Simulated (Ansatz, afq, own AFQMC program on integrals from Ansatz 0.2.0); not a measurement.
## GeH5O, doublet in cc-pVDZ along one coordinate

```xyz
7

O    -2.2762   -0.0100    0.0000
H    -2.5255    0.9166    0.0000
H    -1.3167   -0.0100    0.0000
Ge    0.5138   -0.0100    0.0000
H     0.9824   -1.4759    0.0000
H     0.9824    0.7230   -1.2695
H     0.9824    0.7230    1.2695
```

A hydrogen atom is moved from one rigid fragment to the other; the O1–H3 distance tells how far. The two fragments are held close together, so this isn't a minimum-energy path and the start is a compressed complex. Energies in mEh count from this geometry (0.960 Å) at the same level; the start stands on UHF, each point on the determinant named.

Basis cc-pVDZ. Only valence electrons are correlated. AFQMC by an in-house program on the Cholesky factors that Ansatz 0.2.0 writes for its CCSD(T) run. The CISD trial takes its coefficients from CCSD amplitudes. Released means that phaseless walkers are propagated on without the constraint, phases kept. Error bars are statistical, one sigma. No spin–orbit coupling.

Cautions, each for one point or more: inner d shell frozen; no relativity below Rb; no spin-orbit coupling.

| r(O1–H3) / Å | det. | T1 | weight | ⟨S²⟩ | CCSD(T) | ph-AFQMC/CISD | released AFQMC | CCSDT(Q) | HF | PBE |
| --- | --- | --- | --- | --- | --- | --- | --- | --- | --- | --- |
| 1.045 | UHF | 0.013 | 0.88 | 0.76 | 4.7 | 5.0 ± 0.3 | 4.7 ± 0.3 | 4.6 | 7.9 | 0.8 |
| 1.088 | UHF | 0.014 | 0.87 | 0.77 | 9.4 | 9.4 ± 0.2 | 9.6 ± 0.3 | 9.2 | 13.5 | 3.8 |
| 1.131 | UHF | 0.015 | 0.87 | 0.78 | 14.7 | 14.8 ± 0.2 | 14.7 ± 0.3 | 14.5 | 18.9 | 7.7 |
| 1.174 | UHF | 0.018 | 0.87 | 0.78 | 20.2 | 20.2 ± 0.2 | 20.1 ± 0.3 | 19.9 | 23.3 | 12.1 |
| 1.260 | UHF | 0.022 | 0.87 | 0.78 | 30.6 | 30.9 ± 0.2 | 30.7 ± 0.3 | 30.4 | 28.9 | 22.3 |

Weight is that of the determinant in the CISD state; at the start T1 is 0.011 and the weight 0.88, and ⟨S²⟩ is 0.76. Largest departures from CCSDT(Q), at the points where its series has closed: CCSD(T) 0.2 mEh at 1.174 (on UHF), ph-AFQMC/CISD 0.5 mEh at 1.260 (on UHF), released AFQMC 0.3 mEh at 1.088 (on UHF) (within the noise), HF 4.4 mEh at 1.131 (on UHF), PBE -8.1 mEh at 1.260. Functionals count only at points shown to share the start's state and spin. In this small basis the wave-function levels are far from their limit, so their gap to the functionals isn't the functionals' error.

Some points may be missing: those where a free walk finds a much lower state, and past Zn most of those on another determinant than at the start.

CCSDT and higher add their correlation energy to the determinant of the CCSD(T) run, since their own runs factorise the integrals more tightly (a shift of under 2 meV). A walk keeps the symmetry of its determinant, which the program's search chose and which needn't be the lowest solution, so a lower state of the same spin and another symmetry isn't excluded. Released energies are given only where the last usable release times agree within the noise; a slower fall can still hide under it.
